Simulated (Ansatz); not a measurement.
Basis-set extrapolation for `CCCCC(C)(C)C` (PBE0-D4/def2-TZVP geometry, frozen core, the Gaussian-basis code of Ansatz). Multiplicity 1, RHF reference.

```csv
,def2-TZVPP,def2-QZVPP
HF,-313.544776,-313.559610
MP2 correlation,-1.425183,-1.512091
CCSD(T) correlation,-1.574212,not run
```

Energies in hartree. Use E(X) = E(∞) + A·exp(−7.88·√X) for Hartree–Fock and E(X) = E(∞) + B·X^(−2.97) for correlation, with X = 3 and 4, and add CCSD(T) minus MP2 of the smaller set to the MP2 limit.

Task: What is the CCSD(T) energy at the basis-set limit?

Result: HF limit: -313.559610 + (-0.014834) × 0.13774 = -313.56165. MP2 limit: -1.512091 + (-0.086908) × 0.74074 = -1.57647. Higher-order term: -1.574212 − (-1.425183) = -0.14903. Total: -315.28715 hartree, 441.5 kJ/mol below CCSD(T)/def2-TZVPP.
